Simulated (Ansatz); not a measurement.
in.yaml

```yaml
crystal:
  periodic: [false, false, false]
  atoms:
    - {symbol: V, position_ang: [0.000000, 0.000000, 0.000000]}
    - {symbol: H, position_ang: [0.977798, 0.980911, 1.015549]}
    - {symbol: H, position_ang: [-0.981781, -0.975570, 1.016851]}
    - {symbol: H, position_ang: [-0.976246, 0.977112, -1.020691]}
    - {symbol: H, position_ang: [0.980228, -0.982453, -1.011708]}
basis:
  gaussian: {orbitals: STO-3G}
total_charge: 1
magnetization: {spin_polarized: true, initial_magnetization: 2}
correlation: {method: bccd_t, electrons: valence}
accuracy: high
```

```sh
$ ansatz run in.yaml --threads 1 --pin off --events-out ev --progress --plain --max-ram 2393MiB
```

The program prints:

```
445 factors; integrals over basis functions are off by at most 3.7e-9 eV
mean field evaluation 1: about -25437.7412 eV, gradient 2.0e1 eV
mean field evaluation 2: about -25437.7620 eV, gradient 2.0e1 eV
mean field evaluation 4: about -25441.3833 eV, gradient 1.7e0 eV
mean field evaluation 8: about -25441.5525 eV, gradient 2.5e-1 eV
mean field evaluation 16: about -25441.5391 eV, gradient 7.2e-2 eV
mean field evaluation 32: about -25441.5402 eV, gradient 1.9e-5 eV
mean field evaluation 64: about -25441.8066 eV, gradient 4.3e-2 eV
mean field evaluation 96: about -25441.5397 eV, gradient 4.3e-2 eV
mean field evaluation 128: about -25441.7685 eV, gradient 2.0e-3 eV
mean field evaluation 160: about -25441.5402 eV, gradient 3.5e-6 eV
...
mean field -25441.80684621 eV, -934.9691565221 hartree, gradient 2.3e-8 eV, S^2 2.179733; 62 other end points of the search recorded, 0 dependent functions left out
determinant -25441.80684621 eV, -934.9691565221 hartree, with singles and doubles -25446.46847044 eV, -935.1404680529 hartree
determinant -25441.80650791 eV, -934.9691440898 hartree, with singles and doubles -25446.47025641 eV, -935.1405336861 hartree
determinant -25441.76844994 eV, -934.9677454854 hartree, with singles and doubles -25446.43836968 eV, -935.1393618704 hartree
determinant -25441.57327927 eV, -934.9605730955 hartree, with singles and doubles -25446.54741632 eV, -935.1433692604 hartree
determinant -25441.54019457 eV, -934.9593572550 hartree, with singles and doubles -25446.52450090 eV, -935.1425271342 hartree
determinant -25441.50872799 eV, -934.9582008797 hartree, with singles and doubles -25446.47218790 eV, -935.1406046672 hartree
determinant -25441.18829042 eV, -934.9464250163 hartree, with singles and doubles -25446.45315593 eV, -935.1399052549 hartree
determinant -25440.95442938 eV, -934.9378307815 hartree, with singles and doubles -25446.27526308 eV, -935.1333678133 hartree
determinant -25440.95442913 eV, -934.9378307724 hartree, with singles and doubles -25446.27504797 eV, -935.1333599080 hartree
determinant -25440.95397941 eV, -934.9378142453 hartree, with singles and doubles -25446.28135696 eV, -935.1335917594 hartree
determinant -25440.74107445 eV, -934.9299901325 hartree, with singles and doubles -25445.75418036 eV, -935.1142183766 hartree
determinant -25440.49200461 eV, -934.9208369848 hartree, with singles and doubles -25443.95240355 eV, -935.0480043000 hartree
determinant -25440.43057801 eV, -934.9185795986 hartree, with singles and doubles -25445.61744399 eV, -935.1091934075 hartree
determinant -25440.26774537 eV, -934.9125956093 hartree, with singles and doubles -25444.14107116 eV, -935.0549377069 hartree
determinant -25440.22231628 eV, -934.9109261212 hartree, with singles and doubles -25445.25595242 eV, -935.0959088373 hartree
determinant -25440.11966025 eV, -934.9071535819 hartree, with singles and doubles -25445.01901549 eV, -935.0872015660 hartree
determinant -25439.93913518 eV, -934.9005194079 hartree, with singles and doubles -25445.20105372 eV, -935.0938913474 hartree
determinant -25439.70151122 eV, -934.8917868882 hartree, with singles and doubles -25443.56767069 eV, -935.0338656283 hartree
determinant -25439.53902677 eV, -934.8858156947 hartree, with singles and doubles -25443.23269539 eV, -935.0215555130 hartree
determinant -25439.53840954 eV, -934.8857930121 hartree, with singles and doubles -25443.25248417 eV, -935.0222827374 hartree
determinant -25439.40395841 eV, -934.8808520241 hartree, with singles and doubles -25443.06282475 eV, -935.0153128821 hartree
determinant -25439.35374417 eV, -934.8790066849 hartree, with singles and doubles -25443.27542436 eV, -935.0231257737 hartree
determinant -25439.31719988 eV, -934.8776637070 hartree, with singles and doubles -25443.59117042 eV, -935.0347292273 hartree
determinant -25439.11724927 eV, -934.8703156577 hartree, with singles and doubles -25443.12792709 eV, -935.0177053491 hartree
determinant -25439.09195427 eV, -934.8693860836 hartree, with singles and doubles -25443.44730495 eV, -935.0294422688 hartree
determinant -25438.96800025 eV, -934.8648308572 hartree, with singles and doubles -25442.85115176 eV, -935.0075340433 hartree
determinant -25438.96716597 eV, -934.8648001983 hartree, with singles and doubles -25443.42812218 eV, -935.0287373151 hartree
determinant -25438.86901324 eV, -934.8611931519 hartree, with singles and doubles -25442.59322024 eV, -934.9980552348 hartree
determinant -25438.75679429 eV, -934.8570691813 hartree, with singles and doubles -25442.66658381 eV, -935.0007512961 hartree
determinant -25438.68109817 eV, -934.8542874003 hartree, with singles and doubles -25442.40669547 eV, -934.9912005760 hartree
determinant -25438.41890963 eV, -934.8446521492 hartree, with singles and doubles -25442.76974966 eV, -935.0045425714 hartree
determinant -25441.80684621 eV, -934.9691565221 hartree, with singles and doubles -25446.48645383 eV, -935.1411289303 hartree
determinant -25441.80650791 eV, -934.9691440898 hartree, with singles and doubles -25446.48684847 eV, -935.1411434331 hartree
determinant -25441.76844994 eV, -934.9677454854 hartree, with singles and doubles -25446.45894626 eV, -935.1401180457 hartree
determinant -25441.57327927 eV, -934.9605730955 hartree, with singles and doubles -25446.56163353 eV, -935.1438917333 hartree
determinant -25441.54019457 eV, -934.9593572550 hartree, with singles and doubles -25446.53874043 eV, -935.1430504274 hartree
determinant -25441.50872799 eV, -934.9582008797 hartree, with singles and doubles -25446.46152329 eV, -935.1402127498 hartree
determinant -25441.18829042 eV, -934.9464250163 hartree, with singles and doubles -25446.45982121 eV, -935.1401501995 hartree
determinant -25440.95442938 eV, -934.9378307815 hartree, with singles and doubles -25446.28276548 eV, -935.1336435214 hartree
determinant -25440.95442913 eV, -934.9378307724 hartree, with singles and doubles -25446.28265043 eV, -935.1336392934 hartree
determinant -25440.95397941 eV, -934.9378142453 hartree, with singles and doubles -25446.28609470 eV, -935.1337658680 hartree
5 core orbitals not correlated: weight in the atoms' cores, before any rotation towards them, 1.000 or more for the frozen orbitals, at most 0.000 for the correlated occupied ones
reference -25441.57327927 eV, -934.9605730955 hartree; 9, 7 occupied and 8, 10 virtual orbitals, 445 factors
second order -3.72039962 eV of doubles, -0.00000000 eV of singles
...
cycle  56  -4.95619425 eV  change   -4.1e-9 eV  update   2.4e-8
cycle  57  -4.95619426 eV  change   -5.1e-9 eV  update   1.7e-8
cycle  58  -4.95619426 eV  change   5.6e-10 eV  update   1.1e-8
cycle  59  -4.95619426 eV  change   3.7e-10 eV  update   8.5e-9
cycle  60  -4.95619426 eV  change   4.1e-10 eV  update   6.7e-9
cycle  61  -4.95619426 eV  change  -1.5e-10 eV  update   5.6e-9
cycle  62  -4.95619426 eV  change  -8.0e-10 eV  update   4.7e-9
cycle  63  -4.95619426 eV  change   3.0e-10 eV  update   3.6e-9
cycle  64  -4.95619426 eV  change  -2.7e-11 eV  update   2.3e-9
cycle  65  -4.95619426 eV  change   3.1e-10 eV  update   1.7e-9
perturbative correction -0.19046765 eV, -0.0069995570 hartree
WARN: these amplitudes may be one of several solutions (largest doubles amplitude 0.11, level shift 1.16 eV)
Total energy: -25446.71994118 eV, -935.1497094320 hartree
```

Ran on 1 thread of Arm Neoverse V2, shared host: 15 s wall, 0.2 GiB peak host memory.
